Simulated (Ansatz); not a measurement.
# BNH₂: geometry and frequencies at several levels

The task, for BNH₂: geometry and frequencies at several levels.

Method: the levels named in each step, in Ansatz 0.2.0.

### Step 1. Starting point

Bond lengths: B1–N2 1.240 Å, B1–H3 1.140 Å, N2–H4 0.989 Å. Angles: B1–N2–H4 180.0°, N2–B1–H3 180.0°.

As a file:

```xyz
4

B     0.0000    0.0000   -0.5824
N     0.0000    0.0000    0.6576
H     0.0000    0.0000   -1.7222
H     0.0000    0.0000    1.6470
```

### Step 2. A rough first relaxation, PBE-D4/def2-SVP

This run stands in another session on the same molecule. It ended at:

```xyz
4

B     0.0000    0.0000   -0.5791
N     0.0000    0.0000    0.6709
H     0.0000    0.0000   -1.7682
H     0.0000    0.0000    1.6763
```

### Step 3. Relaxation, PBE0-D4/def2-TZVPP

This run stands in another session on the same molecule. It ended at:

```xyz
4

B     0.0000    0.0000   -0.5714
N     0.0000    0.0000    0.6614
H     0.0000    0.0000   -1.7423
H     0.0000    0.0000    1.6524
```

### Step 4. Frequencies, PBE0-D4/def2-TZVPP

File input.yaml:

```yaml
crystal:
  periodic: [false, false, false]
  atoms:
    - { symbol: B, position_ang: [0.0, 0.0, -0.5713908] }
    - { symbol: "N", position_ang: [0.0, 0.0, 0.66135318] }
    - { symbol: H, position_ang: [0.0, 0.0, -1.74231802] }
    - { symbol: H, position_ang: [0.0, 0.0, 1.65235563] }
basis:
  gaussian: { orbitals: def2-TZVPP }
hamiltonian:
  xc: pbe0
  dispersion: d4
phonons: {}
```

Run with:

```bash
> ansatz run input.yaml --threads 2 --pin off --max-ram 5120MiB --backend cpu --events-out ev --progress --plain --runs-dir out
```

What it wrote, cut to the lines that bear on the results:

```text
Warning: RAYON_NUM_THREADS=2 ignored (pool sized by the plan → 2); use --threads N
[...]
Functional definition: PBE0
[...]
442 factors; their error is unknown
[...]
mean field -2196.73959293 eV, -80.7286910367 hartree, gradient 1.2e-5 eV, S^2 0.000000; 0 other end points of the search recorded, 0 dependent functions left out
[...]
reference -2196.73961825 eV, -80.7286919673 hartree; 7, 7 occupied and 83, 83 virtual orbitals, 442 factors
[...]
442 factors; their error is unknown
[...]
mean field -2196.73957701 eV, -80.7286904515 hartree, gradient 6.7e-7 eV, S^2 0.000000; 0 other end points of the search recorded, 0 dependent functions left out
[...]
reference -2196.73960233 eV, -80.7286913820 hartree; 7, 7 occupied and 83, 83 virtual orbitals, 442 factors
[...]
442 factors; their error is unknown
mean field -2196.73957701 eV, -80.7286904515 hartree, gradient 6.7e-7 eV, S^2 0.000000; 0 other end points of the search recorded, 0 dependent functions left out
[...]
reference -2196.73960233 eV, -80.7286913820 hartree; 7, 7 occupied and 83, 83 virtual orbitals, 442 factors
[...]
442 factors; their error is unknown
[...]
mean field -2196.73957701 eV, -80.7286904515 hartree, gradient 6.7e-7 eV, S^2 0.000000; 0 other end points of the search recorded, 0 dependent functions left out
[...]
reference -2196.73960233 eV, -80.7286913820 hartree; 7, 7 occupied and 83, 83 virtual orbitals, 442 factors
[...]
442 factors; their error is unknown
[...]
reference -2196.73961583 eV, -80.7286918781 hartree; 7, 7 occupied and 83, 83 virtual orbitals, 442 factors
[...]
442 factors; their error is unknown
mean field -2196.73959051 eV, -80.7286909475 hartree, gradient 6.7e-7 eV, S^2 0.000000; 0 other end points of the search recorded, 0 dependent functions left out
[...]
reference -2196.73961583 eV, -80.7286918781 hartree; 7, 7 occupied and 83, 83 virtual orbitals, 442 factors
[...]
442 factors; their error is unknown
[...]
mean field -2196.73943069 eV, -80.7286850746 hartree, gradient 6.8e-7 eV, S^2 0.000000; 0 other end points of the search recorded, 0 dependent functions left out
[...]
reference -2196.73945603 eV, -80.7286860055 hartree; 7, 7 occupied and 83, 83 virtual orbitals, 442 factors
[...]
442 factors; their error is unknown
mean field -2196.73942983 eV, -80.7286850428 hartree, gradient 6.7e-7 eV, S^2 0.000000; 0 other end points of the search recorded, 0 dependent functions left out
[...]
reference -2196.73945514 eV, -80.7286859730 hartree; 7, 7 occupied and 83, 83 virtual orbitals, 442 factors
Total energy: -2196.76426289 eV, -80.7295976409 hartree
Atom 0 at     0.000000     0.000000    -0.571391 Å, force     0.000000    -0.000000    -0.000035 eV/Å
Atom 1 at     0.000000     0.000000     0.661353 Å, force    -0.000000     0.000000     0.000144 eV/Å
Atom 2 at     0.000000     0.000000    -1.742318 Å, force    -0.000000     0.000000    -0.000016 eV/Å
Atom 3 at     0.000000     0.000000     1.652356 Å, force    -0.000000    -0.000000    -0.000094 eV/Å
Dipole moment:     0.000000    -0.000000     0.000143 e Å
Vibrations: 486.17 486.17 750.26 750.26 1859.27 2886.25 3905.36 cm⁻¹, zero-point energy 0.689585 eV
```

Wall time 7.9 s (2 threads of Intel Xeon Platinum 8488C (Sapphire Rapids), shared host); peak memory 0.13 GiB.

Harmonic frequencies (cm⁻¹; negative: imaginary): 486, 486, 750, 750, 1859, 2886, 3905.

### Step 5. Relaxation, PBE-D4/def2-TZVPP

input.yaml: that of step 4 with these lines changed.

```diff
@@ -10,4 +10,6 @@
 hamiltonian:
-  xc: pbe0
+  xc: pbe
   dispersion: d4
-phonons: {}
+relax:
+  f_tol: 0.002
+  max_steps: 150
```

Run with:

```bash
> ansatz run input.yaml --threads 2 --pin off --max-ram 5120MiB --backend cpu --events-out ev --progress --plain --runs-dir out
```

What it wrote, cut to the lines that bear on the results:

```text
Warning: RAYON_NUM_THREADS=2 ignored (pool sized by the plan → 2); use --threads N
[...]
Functional definition: PBE
[...]
442 factors; their error is unknown
[...]
mean field -2196.59360595 eV, -80.7233261140 hartree, gradient 5.4e-5 eV, S^2 0.000000; 0 other end points of the search recorded, 0 dependent functions left out
[...]
reference -2196.59364049 eV, -80.7233273834 hartree; 7, 7 occupied and 83, 83 virtual orbitals, 442 factors
relax step   1: F+E_penalty+E_count = -2196.62384803 eV  Δ(F+E_penalty+E_count) = +0.000e0 eV  max|allowed force component| = 7.355e-1 eV/Å  Δτ_max = 0.0000 Å  (26 SCF iters, accepted)
[...]
relax step   3: F+E_penalty+E_count = -2196.63011950 eV  Δ(F+E_penalty+E_count) = -1.636e-4 eV  max|allowed force component| = 2.680e-3 eV/Å  Δτ_max = 0.0022 Å  (31 SCF iters, accepted)
[...]
relax step   4: F+E_penalty+E_count = -2196.63011965 eV  Δ(F+E_penalty+E_count) = -1.531e-7 eV  max|allowed force component| = 1.371e-4 eV/Å  Δτ_max = 0.0001 Å  (31 SCF iters, accepted)
442 factors; their error is unknown
mean field -2196.59989620 eV, -80.7235572765 hartree, gradient 9.0e-6 eV, S^2 0.000000; 1 other end points of the search recorded, 0 dependent functions left out
[...]
reference -2196.59993083 eV, -80.7235585490 hartree; 7, 7 occupied and 83, 83 virtual orbitals, 442 factors
Total energy: -2196.63015428 eV, -80.7246692403 hartree
Atom 0 at     0.000000     0.000000    -0.577220 Å, force    -0.000000     0.000000     0.000137 eV/Å
Atom 1 at     0.000000     0.000000     0.665750 Å, force     0.000000    -0.000000    -0.000053 eV/Å
Atom 2 at    -0.000000    -0.000000    -1.753217 Å, force    -0.000000    -0.000000    -0.000075 eV/Å
Atom 3 at    -0.000000    -0.000000     1.664687 Å, force    -0.000000     0.000000    -0.000009 eV/Å
Dipole moment:     0.000000    -0.000000     0.029455 e Å
```

Wall time 2.5 s (2 threads of Intel Xeon Platinum 8488C (Sapphire Rapids), shared host); peak memory 0.12 GiB.

The steps of the relaxation:

| step | E - E(step 1) (eV) | largest force component (eV/Å) |
| --- | --- | --- |
| 1 | 0.0000 | 0.7355 |
| 2 | -0.0061 | 0.0844 |
| 3 | -0.0063 | 0.0027 |
| 4 | -0.0063 | 0.0001 |

Step 1 is the start.

Before: Bond lengths: B1–N2 1.233 Å, B1–H3 1.171 Å, N2–H4 0.991 Å. Angles: B1–N2–H4 180.0°, N2–B1–H3 180.0°.

After: Bond lengths: B1–N2 1.243 Å, B1–H3 1.176 Å, N2–H4 0.999 Å. Angles: B1–N2–H4 180.0°, N2–B1–H3 180.0°.

### Step 6. Frequencies, PBE-D4/def2-TZVPP

File input.yaml:

```yaml
crystal:
  periodic: [false, false, false]
  atoms:
    - { symbol: B, position_ang: [0.0, 0.0, -0.57722047] }
    - { symbol: "N", position_ang: [0.0, 0.0, 0.66575046] }
    - { symbol: H, position_ang: [0.0, 0.0, -1.75321674] }
    - { symbol: H, position_ang: [0.0, 0.0, 1.66468674] }
basis:
  gaussian: { orbitals: def2-TZVPP }
hamiltonian:
  xc: pbe
  dispersion: d4
phonons: {}
```

Run with:

```bash
> ansatz run input.yaml --threads 2 --pin off --max-ram 5120MiB --backend cpu --events-out ev --progress --plain --runs-dir out
```

What it wrote, cut to the lines that bear on the results:

```text
Warning: RAYON_NUM_THREADS=2 ignored (pool sized by the plan → 2); use --threads N
[...]
[... 1 set-up line as earlier in the session ...]
[...]
442 factors; their error is unknown
[...]
mean field -2196.59989620 eV, -80.7235572765 hartree, gradient 6.3e-5 eV, S^2 0.000000; 0 other end points of the search recorded, 0 dependent functions left out
[...]
reference -2196.59993083 eV, -80.7235585490 hartree; 7, 7 occupied and 83, 83 virtual orbitals, 442 factors
[...]
442 factors; their error is unknown
mean field -2196.59988230 eV, -80.7235567657 hartree, gradient 1.1e-6 eV, S^2 0.000000; 0 other end points of the search recorded, 0 dependent functions left out
[...]
reference -2196.59991693 eV, -80.7235580383 hartree; 7, 7 occupied and 83, 83 virtual orbitals, 442 factors
[...]
442 factors; their error is unknown
[...]
reference -2196.59977810 eV, -80.7235529364 hartree; 7, 7 occupied and 83, 83 virtual orbitals, 442 factors
[...]
442 factors; their error is unknown
mean field -2196.59974174 eV, -80.7235516001 hartree, gradient 1.1e-6 eV, S^2 0.000000; 0 other end points of the search recorded, 0 dependent functions left out
[...]
reference -2196.59977635 eV, -80.7235528720 hartree; 7, 7 occupied and 83, 83 virtual orbitals, 442 factors
Total energy: -2196.63015428 eV, -80.7246692403 hartree
Atom 0 at     0.000000     0.000000    -0.577220 Å, force    -0.000000     0.000000     0.000141 eV/Å
Atom 1 at     0.000000     0.000000     0.665750 Å, force     0.000000    -0.000000    -0.000051 eV/Å
Atom 2 at     0.000000     0.000000    -1.753217 Å, force    -0.000000    -0.000000    -0.000076 eV/Å
Atom 3 at     0.000000     0.000000     1.664687 Å, force    -0.000000     0.000000    -0.000014 eV/Å
Dipole moment:    -0.000000    -0.000000     0.029454 e Å
Vibrations: 436.54 436.54 715.64 715.64 1800.18 2831.14 3794.91 cm⁻¹, zero-point energy 0.665212 eV
```

Run time: 7.5 s. Hardware: 2 threads of Intel Xeon Platinum 8488C (Sapphire Rapids), shared host; peak memory 0.12 GiB.

Harmonic frequencies (cm⁻¹; negative: imaginary): 437, 437, 716, 716, 1800, 2831, 3795.

### Step 7. Relaxation, r2SCAN-D4/def2-TZVPP

File input.yaml:

```yaml
crystal:
  periodic: [false, false, false]
  atoms:
    - { symbol: B, position_ang: [0.0, 0.0, -0.5713908] }
    - { symbol: "N", position_ang: [0.0, 0.0, 0.66135318] }
    - { symbol: H, position_ang: [0.0, 0.0, -1.74231802] }
    - { symbol: H, position_ang: [0.0, 0.0, 1.65235563] }
basis:
  gaussian: { orbitals: def2-TZVPP }
hamiltonian:
  xc: r2scan
  dispersion: d4
relax:
  f_tol: 0.002
  max_steps: 150
```

Run with:

```bash
> ansatz run input.yaml --threads 2 --pin off --max-ram 5120MiB --backend cpu --events-out ev --progress --plain --runs-dir out
```

What it wrote, cut to the lines that bear on the results:

```text
Warning: RAYON_NUM_THREADS=2 ignored (pool sized by the plan → 2); use --threads N
[...]
Functional definition: r2SCAN
[...]
442 factors; their error is unknown
[...]
mean field -2198.19345113 eV, -80.7821193401 hartree, gradient 6.1e-6 eV, S^2 0.000000; 0 other end points of the search recorded, 0 dependent functions left out
[...]
reference -2198.19346139 eV, -80.7821197171 hartree; 7, 7 occupied and 83, 83 virtual orbitals, 442 factors
relax step   1: F+E_penalty+E_count = -2198.20025249 eV  Δ(F+E_penalty+E_count) = +0.000e0 eV  max|allowed force component| = 2.873e-1 eV/Å  Δτ_max = 0.0000 Å  (26 SCF iters, accepted)
[...]
relax step   2: F+E_penalty+E_count = -2198.20060684 eV  Δ(F+E_penalty+E_count) = -3.544e-4 eV  max|allowed force component| = 3.565e-2 eV/Å  Δτ_max = 0.0017 Å  (30 SCF iters, accepted)
[...]
relax step   3: F+E_penalty+E_count = -2198.20061390 eV  Δ(F+E_penalty+E_count) = -7.067e-6 eV  max|allowed force component| = 7.193e-4 eV/Å  Δτ_max = 0.0003 Å  (31 SCF iters, accepted)
442 factors; their error is unknown
mean field -2198.19381297 eV, -80.7821326374 hartree, gradient 2.7e-5 eV, S^2 0.000000; 1 other end points of the search recorded, 0 dependent functions left out
[...]
reference -2198.19382323 eV, -80.7821330145 hartree; 7, 7 occupied and 83, 83 virtual orbitals, 442 factors
Total energy: -2198.20062417 eV, -80.7823829442 hartree
Atom 0 at    -0.000000     0.000000    -0.573332 Å, force    -0.000000     0.000000    -0.000126 eV/Å
Atom 1 at    -0.000000    -0.000000     0.661961 Å, force     0.000000    -0.000000    -0.000719 eV/Å
Atom 2 at     0.000000    -0.000000    -1.741922 Å, force    -0.000000    -0.000000     0.000461 eV/Å
Atom 3 at     0.000000    -0.000000     1.653292 Å, force    -0.000000    -0.000000     0.000384 eV/Å
Dipole moment:     0.000000     0.000000     0.009126 e Å
```

Run time: 2.8 s. Hardware: 2 threads of Intel Xeon Platinum 8488C (Sapphire Rapids), shared host; peak memory 0.13 GiB.

The steps of the relaxation:

| step | E - E(step 1) (eV) | largest force component (eV/Å) |
| --- | --- | --- |
| 1 | 0.0000 | 0.2873 |
| 2 | -0.0004 | 0.0357 |
| 3 | -0.0004 | 0.0007 |

Step 1 is the start.

Before: Bond lengths: B1–N2 1.233 Å, B1–H3 1.171 Å, N2–H4 0.991 Å. Angles: B1–N2–H4 180.0°, N2–B1–H3 180.0°.

After: Bond lengths: B1–N2 1.235 Å, B1–H3 1.169 Å, N2–H4 0.991 Å. Angles: B1–N2–H4 180.0°, N2–B1–H3 180.0°.

### Step 8. Frequencies, r2SCAN-D4/def2-TZVPP

File input.yaml:

```yaml
crystal:
  periodic: [false, false, false]
  atoms:
    - { symbol: B, position_ang: [0.0, 0.0, -0.57333154] }
    - { symbol: "N", position_ang: [0.0, 0.0, 0.66196105] }
    - { symbol: H, position_ang: [0.0, 0.0, -1.74192182] }
    - { symbol: H, position_ang: [0.0, 0.0, 1.65329231] }
basis:
  gaussian: { orbitals: def2-TZVPP }
hamiltonian:
  xc: r2scan
  dispersion: d4
phonons: {}
```

Run with:

```bash
> ansatz run input.yaml --threads 2 --pin off --max-ram 5120MiB --backend cpu --events-out ev --progress --plain --runs-dir out
```

What it wrote, cut to the lines that bear on the results:

```text
Warning: RAYON_NUM_THREADS=2 ignored (pool sized by the plan → 2); use --threads N
[...]
[... 1 set-up line as earlier in the session ...]
[...]
442 factors; their error is unknown
[...]
mean field -2198.19381297 eV, -80.7821326374 hartree, gradient 6.7e-6 eV, S^2 0.000000; 0 other end points of the search recorded, 0 dependent functions left out
[...]
reference -2198.19382323 eV, -80.7821330145 hartree; 7, 7 occupied and 83, 83 virtual orbitals, 442 factors
[...]
442 factors; their error is unknown
mean field -2198.19379800 eV, -80.7821320872 hartree, gradient 2.2e-6 eV, S^2 0.000000; 0 other end points of the search recorded, 0 dependent functions left out
[...]
reference -2198.19380826 eV, -80.7821324643 hartree; 7, 7 occupied and 83, 83 virtual orbitals, 442 factors
[...]
442 factors; their error is unknown
[...]
reference -2198.19366401 eV, -80.7821271633 hartree; 7, 7 occupied and 83, 83 virtual orbitals, 442 factors
[...]
442 factors; their error is unknown
mean field -2198.19365100 eV, -80.7821266850 hartree, gradient 2.2e-6 eV, S^2 0.000000; 0 other end points of the search recorded, 0 dependent functions left out
[...]
reference -2198.19366126 eV, -80.7821270620 hartree; 7, 7 occupied and 83, 83 virtual orbitals, 442 factors
Total energy: -2198.20062417 eV, -80.7823829442 hartree
Atom 0 at     0.000000     0.000000    -0.573332 Å, force    -0.000000     0.000000    -0.000121 eV/Å
Atom 1 at     0.000000     0.000000     0.661961 Å, force     0.000000    -0.000000    -0.000722 eV/Å
Atom 2 at     0.000000     0.000000    -1.741922 Å, force    -0.000000    -0.000000     0.000460 eV/Å
Atom 3 at     0.000000     0.000000     1.653292 Å, force    -0.000000    -0.000000     0.000383 eV/Å
Dipole moment:    -0.000000     0.000000     0.009126 e Å
Vibrations: 449.64 449.64 743.91 743.91 1841.01 2888.75 3880.67 cm⁻¹, zero-point energy 0.681759 eV
```

Run time: 11 s. Hardware: 2 threads of Intel Xeon Platinum 8488C (Sapphire Rapids), shared host; peak memory 0.13 GiB.

Harmonic frequencies (cm⁻¹; negative: imaginary): 450, 450, 744, 744, 1841, 2889, 3881.

### Step 9. Relaxation, B3LYP-D4/def2-TZVPP

File input.yaml:

```yaml
crystal:
  periodic: [false, false, false]
  atoms:
    - { symbol: B, position_ang: [0.0, 0.0, -0.5713908] }
    - { symbol: "N", position_ang: [0.0, 0.0, 0.66135318] }
    - { symbol: H, position_ang: [0.0, 0.0, -1.74231802] }
    - { symbol: H, position_ang: [0.0, 0.0, 1.65235563] }
basis:
  gaussian: { orbitals: def2-TZVPP }
hamiltonian:
  xc: { name: B3LYP }
  dispersion: d4
relax:
  f_tol: 0.002
  max_steps: 150
```

Run with:

```bash
> ansatz run input.yaml --threads 2 --pin off --max-ram 5120MiB --backend cpu --events-out ev --progress --plain --runs-dir out
```

What it wrote, cut to the lines that bear on the results:

```text
Warning: RAYON_NUM_THREADS=2 ignored (pool sized by the plan → 2); use --threads N
[...]
Functional definition: B3LYP
[...]
442 factors; their error is unknown
[...]
mean field -2199.87277565 eV, -80.8438333777 hartree, gradient 2.1e-5 eV, S^2 0.000000; 0 other end points of the search recorded, 0 dependent functions left out
[...]
reference -2199.87297380 eV, -80.8438406598 hartree; 7, 7 occupied and 83, 83 virtual orbitals, 442 factors
relax step   1: F+E_penalty+E_count = -2199.92190329 eV  Δ(F+E_penalty+E_count) = +0.000e0 eV  max|allowed force component| = 1.740e-1 eV/Å  Δτ_max = 0.0000 Å  (28 SCF iters, accepted)
[...]
relax step   2: F+E_penalty+E_count = -2199.92223609 eV  Δ(F+E_penalty+E_count) = -3.328e-4 eV  max|allowed force component| = 3.833e-2 eV/Å  Δτ_max = 0.0025 Å  (31 SCF iters, accepted)
[...]
relax step   3: F+E_penalty+E_count = -2199.92225880 eV  Δ(F+E_penalty+E_count) = -2.272e-5 eV  max|allowed force component| = 5.066e-4 eV/Å  Δτ_max = 0.0009 Å  (33 SCF iters, accepted)
442 factors; their error is unknown
[...]
mean field -2199.87312793 eV, -80.8438463238 hartree, gradient 2.1e-5 eV, S^2 0.000000; 1 other end points of the search recorded, 0 dependent functions left out
[...]
reference -2199.87332605 eV, -80.8438536048 hartree; 7, 7 occupied and 83, 83 virtual orbitals, 442 factors
Total energy: -2199.92245693 eV, -80.8456591311 hartree
Atom 0 at     0.000000    -0.000000    -0.572978 Å, force     0.000000    -0.000000     0.000507 eV/Å
Atom 1 at     0.000000     0.000000     0.660210 Å, force     0.000000     0.000000    -0.000066 eV/Å
Atom 2 at    -0.000000     0.000000    -1.738868 Å, force    -0.000000    -0.000000    -0.000154 eV/Å
Atom 3 at    -0.000000     0.000000     1.651636 Å, force    -0.000000    -0.000000    -0.000287 eV/Å
Dipole moment:    -0.000000    -0.000000     0.001733 e Å
```

It took 2.4 s on 2 threads of Intel Xeon Platinum 8488C (Sapphire Rapids), shared host; peak memory 0.13 GiB.

Step by step:

| step | energy from step 1 (eV) | largest force component (eV/Å) |
| --- | --- | --- |
| 1 | 0.0000 | 0.1740 |
| 2 | -0.0003 | 0.0383 |
| 3 | -0.0004 | 0.0005 |

Step 1 is the start.

Before: Bond lengths: B1–N2 1.233 Å, B1–H3 1.171 Å, N2–H4 0.991 Å. Angles: B1–N2–H4 180.0°, N2–B1–H3 180.0°.

After: Bond lengths: B1–N2 1.233 Å, B1–H3 1.166 Å, N2–H4 0.991 Å. Angles: B1–N2–H4 180.0°, N2–B1–H3 180.0°.

### Step 10. Frequencies, B3LYP-D4/def2-TZVPP

File input.yaml:

```yaml
crystal:
  periodic: [false, false, false]
  atoms:
    - { symbol: B, position_ang: [0.0, 0.0, -0.57297789] }
    - { symbol: "N", position_ang: [0.0, 0.0, 0.66020972] }
    - { symbol: H, position_ang: [0.0, 0.0, -1.73886789] }
    - { symbol: H, position_ang: [0.0, 0.0, 1.65163604] }
basis:
  gaussian: { orbitals: def2-TZVPP }
hamiltonian:
  xc: { name: B3LYP }
  dispersion: d4
phonons: {}
```

Run with:

```bash
> ansatz run input.yaml --threads 2 --pin off --max-ram 5120MiB --backend cpu --events-out ev --progress --plain --runs-dir out
```

What it wrote, cut to the lines that bear on the results:

```text
Warning: RAYON_NUM_THREADS=2 ignored (pool sized by the plan → 2); use --threads N
[...]
[... 1 set-up line as earlier in the session ...]
[...]
442 factors; their error is unknown
[...]
mean field -2199.87312793 eV, -80.8438463238 hartree, gradient 2.0e-5 eV, S^2 0.000000; 0 other end points of the search recorded, 0 dependent functions left out
[...]
reference -2199.87332605 eV, -80.8438536048 hartree; 7, 7 occupied and 83, 83 virtual orbitals, 442 factors
[...]
442 factors; their error is unknown
[...]
mean field -2199.87311193 eV, -80.8438457358 hartree, gradient 1.3e-6 eV, S^2 0.000000; 0 other end points of the search recorded, 0 dependent functions left out
[...]
reference -2199.87331005 eV, -80.8438530168 hartree; 7, 7 occupied and 83, 83 virtual orbitals, 442 factors
[...]
442 factors; their error is unknown
[...]
reference -2199.87316681 eV, -80.8438477528 hartree; 7, 7 occupied and 83, 83 virtual orbitals, 442 factors
[...]
442 factors; their error is unknown
mean field -2199.87296727 eV, -80.8438404198 hartree, gradient 1.3e-6 eV, S^2 0.000000; 0 other end points of the search recorded, 0 dependent functions left out
[...]
reference -2199.87316530 eV, -80.8438476972 hartree; 7, 7 occupied and 83, 83 virtual orbitals, 442 factors
Total energy: -2199.92245693 eV, -80.8456591311 hartree
Atom 0 at     0.000000     0.000000    -0.572978 Å, force     0.000000    -0.000000     0.000508 eV/Å
Atom 1 at     0.000000     0.000000     0.660210 Å, force     0.000000     0.000000    -0.000068 eV/Å
Atom 2 at     0.000000     0.000000    -1.738868 Å, force    -0.000000    -0.000000    -0.000154 eV/Å
Atom 3 at     0.000000     0.000000     1.651636 Å, force    -0.000000    -0.000000    -0.000286 eV/Å
Dipole moment:    -0.000000    -0.000000     0.001734 e Å
Vibrations: 477.58 477.58 753.25 753.25 1849.12 2893.37 3873.01 cm⁻¹, zero-point energy 0.686696 eV
```

Run time: 8.2 s. Hardware: 2 threads of Intel Xeon Platinum 8488C (Sapphire Rapids), shared host; peak memory 0.13 GiB.

Harmonic frequencies (cm⁻¹; negative: imaginary): 478, 478, 753, 753, 1849, 2893, 3873.

[end of part 1 of 2]
